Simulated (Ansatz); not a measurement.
## AlGeH$_{4}$ (H-bridged), doublet in cc-pVDZ: errors against UCCSDT(Q)

Geometry: a PBE0/def2-TZVP stationary point for this spin, not checked as a minimum.

```xyz
6

Ge    0.0000    0.0000    0.7847
Al    0.0000    0.0000   -1.8784
H    -1.1260    0.0000   -0.5236
H     1.1260    0.0000   -0.5236
H     0.0000   -1.4027   -2.6096
H     0.0000    1.4027   -2.6096
```

Basis cc-pVDZ; Ansatz 0.2.0. Only valence electrons are correlated (noble-gas cores and the filled d shells of p-block atoms frozen), which leaves 11 electrons in 46 orbitals. R marks a restricted (for open shells ROHF) determinant, U an unrestricted one. Active spaces: frontier = (9e, 9o) about the gap. No spin–orbit coupling is included, and no scalar relativity.

Full CI isn't at hand for all of this; UCCSDT(Q) serves as the reference, and is uncertain by about the last step of the cluster series. The frozen core follows each run's orbitals, which can shift R against U totals by a few meV for light atoms and by up to 0.1 eV past Ca.

* UHF ⟨S²⟩: 0.766
* T1 diagnostic (RCCSD): 0.0173
* largest doubles amplitude (RCCSD): 0.040
* T1 diagnostic (UCCSD): 0.0152

```json
{"level": "UHF", "E − E(UCCSDT(Q)) (mEh)": "203.55", "share of correlation (%)": "1.82", "wall time": "–"}
{"level": "UMP2", "E − E(UCCSDT(Q)) (mEh)": "48.27", "share of correlation (%)": "76.72", "wall time": "–"}
{"level": "UCCSD", "E − E(UCCSDT(Q)) (mEh)": "6.06", "share of correlation (%)": "97.08", "wall time": "–"}
{"level": "UCCSD(T)", "E − E(UCCSDT(Q)) (mEh)": "1.29", "share of correlation (%)": "99.38", "wall time": "5.5 s"}
{"level": "UCCSDT", "E − E(UCCSDT(Q)) (mEh)": "0.19", "share of correlation (%)": "99.91", "wall time": "–"}
```

The correlation energy at UCCSDT(Q), counted from RHF, is -5.642 eV. That run took 64 s on 1 thread of Arm Neoverse V1, shared host.

Run but not shown, since their state or frozen core can't be matched to the reference's or they repeat it: RHF, RMP2, CISD, RCCSD, RCCSD(T), BCCD(T), RCCSDT, RCCSDT(Q), CASSCF (frontier space), NEVPT2 (frontier space), MRCISD (frontier space), MRCISD+Q (frontier space).

Times hold each run's SCF and search for its determinant on a shared host, so for small cases they say little of a method's own cost; they ran on 1 thread of Arm Neoverse V1.

Atomization energy (electronic, same basis, no zero-point term; atoms at the same level, unrestricted beside the R rows where the molecule is a closed shell, but restricted open-shell past Ca, as are all atoms' steps beyond CCSDT(Q)) at UCCSDT(Q): 1233.5 kJ/mol. Errors of other levels:

| level | error (kJ/mol) |
| --- | --- |
| UHF | -249.5 |
| UMP2 | -35.4 |
| UCCSD | -10.3 |
| UCCSD(T) | -1.6 |
| UCCSDT | -0.4 |

This basis is far from its limit, so the value isn't to be set against a measured one.
